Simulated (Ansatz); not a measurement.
AlH₂F. Charge 0, multiplicity 3. Geometry PBE0-D4/def2-TZVP, that of the neutral singlet.

```tsv
atom	x (Å)	y (Å)	z (Å)
Al1	0.032	0.045	-0.004
H2	-0.090	0.893	-1.326
H3	0.941	0.385	1.237
F4	-0.883	-1.323	0.093
```

At PBE0-D4/def2-TZVP a singlet of charge 0 lies 5.39 eV below the triplet at the same geometry.

Question: Estimate the α-spin orbital energies around the gap (eV) in Ansatz with PBE-D4/def2-TZVP, r2SCAN-D4/def2-TZVP, PBE0-D4/def2-TZVP.

Answer: 
| orbital | PBE-D4/def2-TZVP | r2SCAN-D4/def2-TZVP | PBE0-D4/def2-TZVP |
| --- | --- | --- | --- |
| HOMO−5 | -12.33 | -12.90 | -14.25 |
| HOMO−4 | -10.63 | -11.15 | -12.38 |
| HOMO−3 | -10.59 | -11.05 | -12.35 |
| HOMO−2 | -9.99 | -10.39 | -11.83 |
| HOMO−1 | -9.64 | -10.14 | -11.32 |
| HOMO | -3.17 | -3.37 | -3.95 |
| LUMO | -1.77 | -1.71 | -1.04 |
| LUMO+1 | -0.87 | -0.47 | -0.12 |
| LUMO+2 | 1.44 | 1.99 | 2.13 |
| LUMO+3 | 1.97 | 2.30 | 2.70 |
| LUMO+4 | 2.09 | 2.56 | 2.82 |
| LUMO+5 | 3.27 | 4.01 | 4.15 |
| β HOMO | -9.69 | -9.87 | -10.73 |
| β LUMO | -8.14 | -8.09 | -7.41 |
